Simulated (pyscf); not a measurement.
Thermochemistry of product channels of `[CH3][Zn][SH]` + `[H]` [doublet] on the doublet surface, in kJ/mol, from CCSD(T)/def2-TZVPP + ΔMP2(QZVPP) energies (ideal gas, 1 atm, RRHO with modes under 100 cm⁻¹ raised to 100, one conformer, R ln 2 for chiral ones without a mode under 150 cm⁻¹). Structures and frequencies: ωB97X-D3(BJ)/def2-SVP in PySCF. MP2 and CC: frozen core, UHF for open shells. ΔMP2 is the change of the MP2 total energy from the triple- to the quadruple-zeta basis.

```json
[
 {"products": "`[CH4]` + `[SH][Zn]` [doublet]", "ΔE": "…", "ΔH(298 K)": "-120.6", "ΔG(900 K)": "-130.2", "ΔG(1200 K)": "-127.4"},
 {"products": "`[CH3][Zn]` [doublet] + `[SH2]`", "ΔE": "-20.0", "ΔH(298 K)": "-9.0", "ΔG(900 K)": "-24.6", "ΔG(1200 K)": "…"}
]
```

Problem. What belongs in the gaps?

Solution. 
- `[CH4]` + `[SH][Zn]` [doublet], ΔE: -140.6
- `[CH3][Zn]` [doublet] + `[SH2]`, ΔG(1200 K): -24.9

These are energies of the channels, which say nothing of barriers. The CCSD(T) − MP2 part came from Ansatz, without density fitting, on the same reference. The frozen core leaves the outer d or s,p core shells of the metals and heavy elements correlated in the MP2 and CC values, and def2-TZVPP describes them poorly, which can shift differences by a few kcal/mol. Elements up to Kr have no core potential and no relativistic terms here.
